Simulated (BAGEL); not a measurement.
**C2HCl3 (trichloroethylene) at HF/STO-3G (density fitting with cc-pvqz-jkfit)**

Aim: the vertical ionisation energy of C2HCl3 (trichloroethylene) at HF/STO-3G (density fitting with cc-pvqz-jkfit), from 2 runs. 

Program for the calculation: BAGEL 1.2.2.

3 further runs of the same task are left out: 3 set aside as unsound or not needed.

### 1 The system as given

C2HCl3: 6 atoms, total charge 0, spin state singlet. As SMILES, `ClC=C(Cl)Cl`. Geometry: relaxed at PBE0-D4/def2-TZVP.

Bond lengths: Cl1–C2 1.701 Å, C2–C3 1.329 Å, C3–Cl4 1.702 Å, C3–Cl5 1.714 Å, C2–H6 1.081 Å. Angles: Cl1–C2–C3 123.8°, C2–C3–Cl4 124.1°, C2–C3–Cl5 120.1°, Cl4–C3–Cl5 115.8°, Cl1–C2–H6 115.6°, C3–C2–H6 120.6°.

### 2 A single-point energy at HF/STO-3G (density fitting with cc-pvqz-jkfit)

Input file input.json:

```json
{ "bagel": [

{
  "title": "molecule",
  "basis": "sto-3g",
  "df_basis": "cc-pvqz-jkfit",
  "angstrom": true,
  "geometry": [
    { "atom": "Cl", "xyz": [   -0.086050,   -1.850510,    1.071670 ] },
    { "atom": "C", "xyz": [    0.267110,   -0.248280,    0.621290 ] },
    { "atom": "C", "xyz": [   -0.168550,    0.318890,   -0.498910 ] },
    { "atom": "Cl", "xyz": [   -1.143180,   -0.468680,   -1.650530 ] },
    { "atom": "Cl", "xyz": [    0.246250,    1.942420,   -0.857320 ] },
    { "atom": "H", "xyz": [    0.884420,    0.306170,    1.313800 ] }
  ]
},
{
  "title": "hf"
},
{
  "title": "print",
  "file": "orbitals.molden",
  "orbitals": true
}

]}
```

On the command line:

```sh
$ BAGEL_NUM_THREADS=1 BAGEL input.json > input.out
```

What it wrote:

```text
* using 1 threads per process

  ===============================================================
  ===============================================================

  *** Geometry ***

  { "atom" : "Cl", "xyz" : [     -0.162611,     -3.496957,      2.025163 ] },
  { "atom" : "C", "xyz" : [      0.504765,     -0.469181,      1.174068 ] },
  { "atom" : "C", "xyz" : [     -0.318513,      0.602615,     -0.942803 ] },
  { "atom" : "Cl", "xyz" : [     -2.160297,     -0.885677,     -3.119050 ] },
  { "atom" : "Cl", "xyz" : [      0.465345,      3.670642,     -1.620100 ] },
  { "atom" : "H", "xyz" : [      1.671312,      0.578577,      2.482722 ] },

  Number of auxiliary basis functions:      707

  Since a DF basis is specified, we compute 2- and 3-index integrals:
    o Being stored without compression. Storage requirement is 0.008 GB

  Number of basis functions:       38
  Number of electrons      :       64

    * METHOD: MOLECULE                             0.38

  *** RHF ***

  === Nuclear Repulsion ===
   319.8818807990

      * DIIS with orbital gradients will be used.

  === RHF iteration (sto-3g) ===
      0      -1438.93153125          0.01470858           0.06
      1      -1439.04138762          0.00609088           0.05
      2      -1439.05872907          0.00102811           0.05
      3      -1439.05950949          0.00041757           0.05
      4      -1439.05962813          0.00005603           0.05
      5      -1439.05963195          0.00001227           0.05
      6      -1439.05963213          0.00000335           0.05
      7      -1439.05963214          0.00000078           0.05
      8      -1439.05963214          0.00000023           0.05
      9      -1439.05963214          0.00000008           0.05
     10      -1439.05963214          0.00000002           0.05
     11      -1439.05963214          0.00000000           0.05
    * SCF iteration converged.

    * Permanent dipole moment:
           (   -0.340196,    -0.256687,    -0.413818) a.u.

    * METHOD: HF                                   0.75

    * METHOD: PRINT                                0.00

  ===============================================================
```

It took 1.3 s on 1 thread of Arm Neoverse V2, shared host; peak memory 0.089 GiB.

### 3 The doublet cation at the same level

Input file input.json:

```json
{ "bagel" : [

{
  "title" : "molecule",
  "basis" : "sto-3g",
  "df_basis" : "cc-pvqz-jkfit",
  "angstrom" : true,
  "geometry" : [
    { "atom" : "Cl", "xyz" : [   -0.086050,   -1.850510,    1.071670 ] },
    { "atom" : "C", "xyz" : [    0.267110,   -0.248280,    0.621290 ] },
    { "atom" : "C", "xyz" : [   -0.168550,    0.318890,   -0.498910 ] },
    { "atom" : "Cl", "xyz" : [   -1.143180,   -0.468680,   -1.650530 ] },
    { "atom" : "Cl", "xyz" : [    0.246250,    1.942420,   -0.857320 ] },
    { "atom" : "H", "xyz" : [    0.884420,    0.306170,    1.313800 ] }
  ]
},
{
  "title" : "uhf",
  "charge" : 1,
  "nopen" : 1
},
{
  "title" : "print",
  "file" : "orbitals.molden",
  "orbitals" : true
}

]}
```

On the command line:

```sh
$ BAGEL_NUM_THREADS=1 BAGEL input.json > input.out
```

What it wrote:

```text
* using 1 threads per process

  ===============================================================
  ===============================================================

  *** Geometry ***

  { "atom" : "Cl", "xyz" : [     -0.162611,     -3.496957,      2.025163 ] },
  { "atom" : "C", "xyz" : [      0.504765,     -0.469181,      1.174068 ] },
  { "atom" : "C", "xyz" : [     -0.318513,      0.602615,     -0.942803 ] },
  { "atom" : "Cl", "xyz" : [     -2.160297,     -0.885677,     -3.119050 ] },
  { "atom" : "Cl", "xyz" : [      0.465345,      3.670642,     -1.620100 ] },
  { "atom" : "H", "xyz" : [      1.671312,      0.578577,      2.482722 ] },

  Number of auxiliary basis functions:      707

  Since a DF basis is specified, we compute 2- and 3-index integrals:
    o Being stored without compression. Storage requirement is 0.008 GB

  Number of basis functions:       38
  Number of electrons      :       64

    * METHOD: MOLECULE                             0.38

  *** Open-shell HF ***

  === Nuclear Repulsion ===
   319.8818807990

      * DIIS with orbital gradients will be used.

  === UHF iteration (sto-3g) ===
      0      -1438.44259725          0.04638157           0.11
      1      -1438.62649177          0.03234213           0.11
      2      -1438.71149682          0.01831774           0.11
      3      -1438.75038735          0.00141406           0.11
      4      -1438.75095751          0.00050957           0.11
      5      -1438.75104380          0.00020320           0.11
      6      -1438.75107985          0.00008973           0.11
      7      -1438.75109087          0.00004349           0.11
      8      -1438.75109427          0.00001284           0.11
      9      -1438.75109454          0.00000485           0.11
     10      -1438.75109457          0.00000341           0.11
     11      -1438.75109459          0.00000129           0.11
     12      -1438.75109460          0.00000049           0.11
     13      -1438.75109460          0.00000024           0.11
     14      -1438.75109460          0.00000012           0.11
     15      -1438.75109460          0.00000007           0.11
     16      -1438.75109460          0.00000003           0.11
     17      -1438.75109460          0.00000002           0.11
     18      -1438.75109460          0.00000001           0.11
     19      -1438.75109460          0.00000001           0.11
    * SCF iteration converged.

    * S^2 (UHF) is 0.7540

    * Permanent dipole moment:
           (   -0.541363,    -0.298285,    -0.731139) a.u.

    * METHOD: UHF                                  2.26

    * METHOD: PRINT                                0.00

  ===============================================================
```

It took 2.8 s on 1 thread of Arm Neoverse V2, shared host; peak memory 0.09 GiB.

### 4 Outcome

At HF/STO-3G (density fitting with cc-pvqz-jkfit):

| quantity | value |
| --- | --- |
| singlet C2HCl3: total energy | -1439.05963 Eh |
| singlet C2HCl3: dipole moment | 1.51 D |
| singlet C2HCl3: HOMO energy | -8.99 eV |
| singlet C2HCl3: LUMO energy | 6.16 eV |
| singlet C2HCl3: HOMO–LUMO gap | 15.15 eV |
| doublet cation: total energy | -1438.75109 Eh |
| doublet cation: ⟨S²⟩ | 0.754 |
| vertical ionisation energy (to the doublet cation) | 8.396 eV |

Removing an electron at fixed nuclei costs 8.40 eV (194 kcal/mol). The negative HOMO energy of the first species, 8.99 eV, lies 0.60 eV above that difference. In a minimal basis such a difference can be off by several eV, whatever the method.
